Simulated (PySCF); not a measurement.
SMILES CC#N (C2H3N), singlet (B3LYP/def2-SVP optimised geometry):

```
6

C      1.118    -0.116     0.000
C     -0.342    -0.116     0.000
N     -1.500    -0.116     0.000
H      1.500    -0.349     1.005
H      1.500    -0.871    -0.704
H      1.500     0.871    -0.301
```

Method: PySCF with B3LYP/def2-TZVP.

Task: What are the frontier orbital energies and the dipole moment?

Result: HOMO-2 -10.07 eV, HOMO-1 -9.19 eV, HOMO -9.19 eV, LUMO 0.44 eV, LUMO+1 0.54 eV; dipole moment 4.01 D.

On the same geometry PySCF 2.14.0 with PBE/def2-TZVP gives HOMO-2 -8.50 eV, HOMO-1 -8.07 eV, HOMO -8.07 eV, LUMO -0.29 eV, LUMO+1 -0.29 eV; dipole moment 3.95 D.

Meta-Löwdin charges at B3LYP/def2-TZVP: C1 -0.34, C2 0.11, N3 -0.23, H4 0.15, H5 0.15, H6 0.15.
